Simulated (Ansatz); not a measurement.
Solid bromine was calculated with PBE0-D3(BJ) (plane waves, PAW; Ansatz, a program for electronic structure).

Run with plane-wave cutoff 500 eV, 4×4×2 k mesh (along the axes of the cell as run), gaussian smearing 0.02 eV, scalar-relativistic PAW data made under PBE.

Computed at the level's own relaxed cell.

Predict the equilibrium volume per atom, equilibrium lattice constant a, lattice parameter b and c axis length.


- equilibrium volume per atom = 31.35 Å³/atom
- equilibrium lattice constant a = 6.717 Å
- lattice parameter b = 4.307 Å
- c axis length = 8.667 Å

Computed values are for the static lattice.
